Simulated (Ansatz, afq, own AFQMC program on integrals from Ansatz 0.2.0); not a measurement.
## Atomization energy of AlGaCl, quartet

```json
{"atom": "Cl", "x (Å)": "0.0000", "y (Å)": "0.0000", "z (Å)": "-2.1660"}
{"atom": "Al", "x (Å)": "0.0000", "y (Å)": "0.0000", "z (Å)": "-0.0752"}
{"atom": "Ga", "x (Å)": "0.0000", "y (Å)": "0.0000", "z (Å)": "2.2412"}
```

Connectivity, by distances: Cl–Al–Ga.

Atoms in their ground-state spins without spin–orbit coupling (mostly on UHF) minus the molecule (UHF), without zero-point energy. The geometry is a stationary point, not shown to be a minimum.

Basis cc-pVDZ. Only valence electrons are correlated. Integrals, coupled cluster, full CI and functionals: Ansatz 0.2.0; the random walks run on the same integrals in our own AFQMC program. ph-AFQMC/CISD is guided by a CISD state made of CCSD amplitudes; releasing the constraint for a short imaginary time cuts its bias at the price of noise, slowly where states lie close. ± is one standard error of the sampling. No spin–orbit coupling. The errors of all members are added in quadrature.

No full CI on the walks' own integrals is used here; CCSDT(Q) serves as the reference and is uncertain by about the last step of the cluster series. Each member takes its own surest rung, up to full CI.

The best estimate is CCSD(T) at the basis-set limit (CBS: def2-TZVPP and def2-QZVPP, with their diffuse functions for anions and beside diffuse sets, CCSD(T) itself extrapolated) plus the step from CCSD(T) to CCSDT(Q) in cc-pVDZ. Rows without CBS are in cc-pVDZ, the functionals in def2-TZVP; B2PLYP and the wave-function rows carry a basis error of their own. Core correlation and relativity beyond core potentials are missing, and ± holds the sampling alone.

Cautions: inner d shell frozen; no relativity below Rb; no spin-orbit coupling; AlGaCl (quartet): another spin lies lower.

Best estimate: 4.704 eV.

```
                  level  atomization energy (eV)  error against the best estimate (eV)
                     HF                    3.153                                -1.551
                    MP2                    4.201                                -0.502
                   CCSD                    3.660                                -1.044
                CCSD(T)                    3.800                                -0.904
          ph-AFQMC/CISD            3.828 ± 0.014                        -0.876 ± 0.014
         released AFQMC            3.815 ± 0.018                        -0.888 ± 0.018
                 HF/CBS                    3.431                                -1.273
                MP2/CBS                    4.986                                 0.282
            CCSD(T)/CBS                    4.676                                -0.028
                    PBE                    4.807                                 0.103
                 r2SCAN                    5.171                                 0.467
                   PBE0                    4.737                                 0.033
                  B3LYP                    4.136                                -0.568
                wB97M-V                    4.334                                -0.369
                 B2PLYP                    4.292                                -0.412
surest rungs in cc-pVDZ                    3.828                                -0.875
```

Correlation beyond CCSD(T) adds 0.028 eV. Going to the basis-set limit adds 0.875 eV at CCSD(T). The perturbative (T) step is worth +0.140 eV.

Best estimates are given only where the step beyond CCSD(T) is under 0.3 eV and no member's determinant is very poor (T1 over 0.05, or 0.07 for open shells, ⟨S²⟩ too high by 0.3, two states mixed), so the hardest cases are missing from such tables.

The functionals ran in a triple-zeta set and keep a basis error of their own, a few kJ/mol for each bond in atomization energies and more for double hybrids, so close places among them and the extrapolated levels can swap.

Each member of a difference takes its own highest rung, so a best estimate needn't equal the limit plus the step of one row. A walk keeps the symmetry of its determinant, which the program's search chose and which needn't be the lowest solution, so a lower state of the same spin and another symmetry isn't excluded. Released energies are given only where the last usable release times agree within the noise; a slower fall can still hide under it.
